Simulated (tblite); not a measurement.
Compound: C4H7FO.
SMILES with atom numbers: `[CH3:1][CH2:2][C@@H:3]([F:4])[CH:5]=[O:6]` (hydrogens: H7, H8, H9 on C1; H10, H11 on C2; H12 on C3; H13 on C5)

Computed with GFN2-xTB (tblite), gas phase: nudged elastic band of 9 images (0 to 8), spring 0.2 eV/Å², climbing image at the end, force threshold 0.05 eV/Å. The top image wasn't refined or checked by frequencies; at this threshold it can lie a kcal/mol or more above the true saddle point of the method.

The band describes a rotation about C2–C3 (chain CH2 carbon, sp3 C–F carbon), followed by the dihedral C1–C2–C3–F4, from the optimised start (66°) to a second optimised geometry at 168°.

Task: How does the energy change from image to image?

Result: 
```json
{"image": "0", "dihedral (°)": "66", "E (kcal/mol)": "0.00", "C2–C3 (Å)": "1.531", "C1···F4 (Å)": "2.97", "largest true force (eV/Å)": "0.01"}
{"image": "1", "dihedral (°)": "79", "E (kcal/mol)": "0.25", "C2–C3 (Å)": "1.532", "C1···F4 (Å)": "3.10", "largest true force (eV/Å)": "0.03"}
{"image": "2", "dihedral (°)": "91", "E (kcal/mol)": "0.82", "C2–C3 (Å)": "1.534", "C1···F4 (Å)": "3.23", "largest true force (eV/Å)": "0.04"}
{"image": "3", "dihedral (°)": "104", "E (kcal/mol)": "1.41", "C2–C3 (Å)": "1.537", "C1···F4 (Å)": "3.36", "largest true force (eV/Å)": "0.04"}
{"image": "4", "dihedral (°)": "117", "E (kcal/mol)": "1.70", "C2–C3 (Å)": "1.539", "C1···F4 (Å)": "3.47", "largest true force (eV/Å)": "0.04"}
{"image": "5", "dihedral (°)": "130", "E (kcal/mol)": "1.53", "C2–C3 (Å)": "1.539", "C1···F4 (Å)": "3.57", "largest true force (eV/Å)": "0.04"}
{"image": "6", "dihedral (°)": "143", "E (kcal/mol)": "0.97", "C2–C3 (Å)": "1.537", "C1···F4 (Å)": "3.64", "largest true force (eV/Å)": "0.05"}
{"image": "7", "dihedral (°)": "156", "E (kcal/mol)": "0.32", "C2–C3 (Å)": "1.535", "C1···F4 (Å)": "3.69", "largest true force (eV/Å)": "0.04"}
{"image": "8", "dihedral (°)": "168", "E (kcal/mol)": "-0.09", "C2–C3 (Å)": "1.536", "C1···F4 (Å)": "3.72", "largest true force (eV/Å)": "0.01"}
```

Barriers of this band. The top is image 4 at 117°: 1.70 kcal/mol forward and 1.79 kcal/mol back; the end lies 0.09 kcal/mol below the start. The central bond is 0.008 Å longer at the top than at the start.

Other torsions move too; by image: C2–C3–C5–O6 (56, 55, 55, 55, 56, 56, 57, 58, 74°).

Task: What rate follows at 350 K for crossing this barrier forward?

Result: Taking the electronic barrier for the free energy of activation (no zero-point or entropy terms, transmission 1), rate = (kT/h)·exp(−ΔE/kT) ≈ 6 × 10^11 s⁻¹, whose inverse is 2 × 10^-12 s. An error of 1 kcal/mol in the barrier changes this by a factor of 4, and the method and the loose band can each miss by that much or more. The barrier is only 2.4 kT, where transition-state theory is rough.

Task: How long is the path, and how are the images spaced?

Result: Cartesian distances between aligned neighbours (all atoms, Å): 0.54, 0.52, 0.52, 0.53, 0.52, 0.53, 0.55, 0.66; the sum is 4.37 Å, and the top lies 48 % of the way along.

The cost below is that of the whole band run. On Arm Neoverse V2, one thread, shared host, this took 1.6 s and 0.18 GiB of memory at its peak.
